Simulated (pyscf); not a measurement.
Optimised with ωB97X-D3(BJ)/def2-SVP in PySCF.

Question: For H₃Ge–SeH (SMILES [GeH3][SeH]) → H₂Ge=Se (SMILES [GeH2]=[Se]) + H₂ (SMILES [H][H]), an elimination (singlet surface; H–Se, Ge–H broken, H–H formed), PBE/def2-TZVP gives ΔE‡ = 2.12 eV and ΔE = +1.06 eV (zero: the reactant's lowest minimum found). In which direction and how far do B3LYP-D3(BJ)/def2-TZVP, M06-2X/def2-TZVP, ωB97M-D3(BJ)/def2-TZVP move these?

Answer: B3LYP-D3(BJ): ΔE‡ = 2.36 eV, ΔE = +1.10 eV; M06-2X: ΔE‡ = 2.30 eV, ΔE = +1.08 eV; ωB97M-D3(BJ): ΔE‡ = 2.46 eV, ΔE = +1.24 eV. PBE's barrier lies under all of them, by 0.17 to 0.33 eV. Its reaction energy lies under all of them, by 0.01 to 0.18 eV. Low barriers are usual for a GGA, whose delocalisation error favours stretched bonds. At the saddle there is also a short Ge–H contact that neither side keeps. This is the saddle that the search found; another between the same sides may lie lower. Elements up to Kr have no core potential and no relativistic terms here.
